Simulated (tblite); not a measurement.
Species: C3H3F2P.
Numbering: `[CH3:1][C:2]([F:3])([F:4])[C:5]#[P:6]` (hydrogens: H7, H8, H9 on C1)

Computed with GFN2-xTB (tblite), gas phase: L-BFGS steps from a force-field or distance-geometry start until the largest atomic force falls under 0.01 eV/Å.

Geometry at step 0:
```
atom  x, y, z in Å
C1     -0.9311   -0.4611   -0.0019
C2      0.1976    0.5167    0.2686
F3     -0.1369    1.7727   -0.1572
F4      0.4491    0.5646    1.6295
C5      1.4185    0.0793   -0.4098
P6      2.6946   -0.3734   -1.1516
H7     -1.8543   -0.1185    0.5266
H8     -0.6719   -1.4732    0.3598
H9     -1.1521   -0.5010   -1.0892
```

Q: What forces act on the atoms?

A: 
```csv
atom,Fx (eV/Å),Fy (eV/Å),Fz (eV/Å)
C1,-1.062,-0.214,-0.046
C2,0.650,-0.674,-0.202
F3,-0.061,-0.034,0.421
F4,-0.282,0.384,-0.348
C5,-0.498,0.261,0.238
P6,0.366,-0.132,-0.193
H7,0.705,-0.244,-0.362
H8,-0.045,0.609,-0.192
H9,0.227,0.043,0.685
```

The largest, 1.08 eV/Å, acts on C1; the rms over all components is 0.422 eV/Å. The forces sum to zero within rounding, as they must for an isolated molecule in no field.

Q: Give the force on C1 in Eh/bohr and in nN.

A: 1.084 eV/Å ÷ 51.422 = 0.02109 Eh/bohr, and 1.084 eV/Å × 1.602 = 1.74 nN.

Q: How far is this geometry from the end of the optimisation?

A: 0.065 eV above it, and 0.030 Å rms away after alignment. The bonds farthest from their final lengths, with half the difference of the two atoms' forces along the bond (positive lengthens):

| bond | now (Å) | final (Å) | force along bond (eV/Å) |
| --- | --- | --- | --- |
| C1–H7 | 1.118 | 1.088 | -0.81 |
| C1–H9 | 1.110 | 1.087 | -0.49 |
| C1–H8 | 1.106 | 1.087 | -0.28 |
| C2–C5 | 1.464 | 1.451 | -0.72 |
| C2–F4 | 1.385 | 1.374 | -0.14 |
| C2–F3 | 1.368 | 1.374 | +0.28 |

The angle farthest from its final value is F3–C2–F4, 108.6° against 104.3°.

Of the 5 listed bonds off by 0.010 Å or more, this force points towards the final length in 5.

What follows is the cost of the whole relaxation. Hardware: Arm Neoverse N1, one thread, no GPU, shared host with 64 logical CPUs at a one-minute load of 60. Cost: 0.16 s of wall time.
